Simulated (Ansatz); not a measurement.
Results of RPBE (Ansatz, a program for electronic structure, PAW) for bcc Mo.

Settings: plane-wave cutoff 520 eV, 28×28×28 k mesh, Fermi–Dirac smearing 0.081 eV (set by the program), no spin polarisation, scalar-relativistic PAW data made under PBE.

Cell (relaxed at this level):

```
CELL_PARAMETERS angstrom
     -1.58751     1.58751     1.58751
      1.58751    -1.58751     1.58751
      1.58751     1.58751    -1.58751
ATOMIC_POSITIONS crystal
  Mo 0.00000 0.00000 0.00000
```

Problem. Estimate the elastic constant C12, Voigt–Reuss–Hill bulk modulus, elastic constant C44, Voigt–Reuss–Hill shear modulus (Hill average) and elastic constant C11 that the calculation returns.

Solution. 
elastic constant C12: 153 GPa
Voigt–Reuss–Hill bulk modulus: 249 GPa
elastic constant C44: 96.3 GPa
Voigt–Reuss–Hill shear modulus (Hill average): 113 GPa
elastic constant C11: 442 GPa

Measured, for comparison: elastic constant C12 160 GPa, elastic constant C44 112 GPa, elastic constant C11 478 GPa (0 K, 300 K values taken to 0 K by the source's computed thermal shift; zero-point effects included; as tabulated in Gong and Corso (2024), arXiv:2406.16634). Computed (rounded) less measured: elastic constant C12 -4 %, elastic constant C44 -14 %, elastic constant C11 -8 %.

Note: shear constants of such metals converge slowly with the k mesh.

Elastic constants are with the ions relaxed.

Static lattice: no zero-point or thermal effects.

The result took around 4 core-minutes (rough).
